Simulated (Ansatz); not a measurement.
Born–Oppenheimer molecular dynamics of AlH₇OSi (10 atoms, charge 0, multiplicity 1). It starts at the highest image of a converged band, a first-order saddle point between two minima.

Level of theory: RKS BHLYP-D4/6-31G* (Ansatz).

```yaml
ensemble: NVE (velocity Verlet)
time_step: 0.5 fs
steps_asked: 200
starting_velocities_drawn_for: 100 K
seed: 6582
```

First frame:

```xyz
10
Properties=species:S:1:pos:R:3
Al 0.047 -0.050 -0.055
H 0.029 -0.225 1.695
H 1.452 0.438 -0.565
H -1.329 0.513 -0.577
O -0.022 -1.881 0.312
Si -0.708 -3.362 -0.004
H 0.247 -4.428 0.340
H -1.932 -3.522 0.802
H -1.039 -3.421 -1.438
H -0.018 -1.233 1.321
```

(1) How far do the bonds stretch over the last three quarters of this one trajectory? (Pairs bonded in most of those frames.)

Results:

(1) 
| bond | mean (Å) | spread (Å) | shortest | longest |
| --- | --- | --- | --- | --- |
| Al1–H3 | 1.577 | 0.021 | 1.54 | 1.61 |
| Al1–H4 | 1.584 | 0.032 | 1.53 | 1.63 |
| Al1–O5 | 1.688 | 0.050 | 1.61 | 1.76 |
| H2–H10 | 0.743 | 0.044 | 0.68 | 0.80 |
| O5–Si6 | 1.635 | 0.043 | 1.57 | 1.72 |
| Si6–H7 | 1.477 | 0.002 | 1.47 | 1.48 |
| Si6–H8 | 1.480 | 0.004 | 1.47 | 1.49 |
| Si6–H9 | 1.478 | 0.010 | 1.46 | 1.49 |

Mean temperature of the second half: 1105 K. The conserved energy stayed within 0.24 meV per atom of its start (net change -0.22 meV per atom), so the integration is sound. The kinetic energy rose, since the run started high on the potential surface and went downhill. It ends in pieces (AlH5OSi + H2), so much of that is their flight and rotation, not heat. A run of 0.1 ps of so small a system gives no equilibrium averages. The orbitals stay closed-shell, which can raise the energy where a bond breaks towards radicals; this wasn't checked here.

Run time: 5.5 min on 1 thread of Intel(R) Xeon(R) 6975P-C (Granite Rapids), on a shared host, peak memory 0.15 GiB.
